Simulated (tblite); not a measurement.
C4H5FO.
Z-matrix (Å and degrees, GFN2-xTB geometry), rows numbered from 1:
```
O 
C   1  1.1824
F   2  1.3717  1  119.02
C   2  1.4614  1  130.22  3  -179.98
C   4  1.5155  2  117.19  1    33.51
C   5  1.4810  4   60.74  2  -106.76
H   4  1.0812  2  114.76  1  -179.85
H   5  1.0787  4  116.92  6  -110.27
H   5  1.0792  4  116.58  6   108.78
H   6  1.0787  4  116.91  5   110.25
H   6  1.0792  4  116.62  5  -108.81
```

Calculated harmonic vibrations of the isolated species, GFN2-xTB (tblite), most abundant isotopes, no scaling. Errors from tens to a few hundred cm⁻¹ against measured bands are possible. One conformer, not necessarily the lowest.

Harmonic wavenumbers (cm⁻¹): 70.5, 212.6, 228.3, 422.4, 590.2, 677.9, 783.2, 825.0, 870.8, 934.6, 961.6, 1027.9, 1071.6, 1073.2, 1078.1, 1106.4, 1150.8, 1242.9, 1362.1, 1416.1, 1472.9, 1852.2, 3081.9, 3096.6, 3098.9, 3107.7, 3125.6.

A = 7575, B = 2664, C = 2326 MHz; mass 88.032 u (most abundant isotopes); point group Cs, symmetry number 1.

Question: Zero-point energy?

Answer: ½Σν̃ = 17971 cm⁻¹ = 214.98 kJ/mol.

Question: What is S at 350 K and 1 bar for an ideal gas of classical rigid rotors and harmonic oscillators?

Answer: Translation 168.03, rotation 112.16, vibration 56.51: S = 336.7 J/(mol K).

Question: And Cp and H(350 K) − H(0)?

Answer: Cp = 104.85 J/(mol K), of which vibrations give 71.59 (their classical limit is 27 R = 224.5); H(350 K) − H(0) = 22.70 kJ/mol without the zero-point energy, 11.06 from vibrations.

Question: What must be added to the electronic energy to get the Gibbs energy at 350 K and 1 bar?

Answer: ZPE + [H(350 K) − H(0)] − T·S = 214.98 + 22.70 − 117.85 = 119.83 kJ/mol.

Question: Blend soft modes into free rotors: weight 1/[1 + (100 cm⁻¹/ν̃)⁴] for the oscillator and the rest for a rotor with moment μB/(μ + B), μ = h/(8π²ν), B = 10⁻⁴⁴ kg m². What vibrational entropy results?

Answer: 52.84 J/(mol K) in place of 56.51, which changes −T·S at 350 K by +1.28 kJ/mol.

Question: Which modes carry the vibrational entropy at 350 K?

Answer: 70.5 cm⁻¹: 18.64; 212.6 cm⁻¹: 9.69; 228.3 cm⁻¹: 9.14; 422.4 cm⁻¹: 4.70; 590.2 cm⁻¹: 2.72; 677.9 cm⁻¹: 2.05 J/(mol K); the other 21 give 9.56 together.

Question: How do the functions run with temperature in this model?

Answer: 
```tsv
T (K)	S (J/(mol K))	Cp (J/(mol K))	H − H(0) (kJ/mol)	G − H(0) (kJ/mol)	ln q(vib)
50	219.4	40.4	1.80	-9.17	0.14
100	250.3	49.5	4.05	-20.98	0.54
298.15	321.0	91.5	17.61	-78.10	2.45
373.15	343.6	110.6	25.19	-103.02	3.25
500	380.0	138.3	41.06	-148.95	4.70
750	443.7	175.0	80.63	-252.13	7.68
1000	497.4	197.8	127.43	-369.95	10.60
```

q(vib) and H(0) count from the zero-point level.

Hindered rotation and anharmonicity are outside this model. Other conformers, if any are populated, would add a mixing term that is left out.
